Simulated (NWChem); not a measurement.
Species: water (H₂O); SMILES O

Program: NWChem. Coordinates come from a PBE-D3(BJ)/def2-SVP optimisation. B3LYP is NWChem's, with the RPA form of VWN correlation. Ions are spin-unrestricted doublets at the neutral geometry; other ion states weren't tried.

**Question.** Order these by “ΔSCF minus −ε(HOMO) (eV)”, lowest first: BHandHLYP/def2-TZVP; PBE/def2-TZVP; B3LYP/def2-TZVP; Hartree-Fock/def2-TZVP.

**Answer.** Hartree-Fock/def2-TZVP (-2.92), BHandHLYP/def2-TZVP (1.53), B3LYP/def2-TZVP (4.07), PBE/def2-TZVP (5.69)
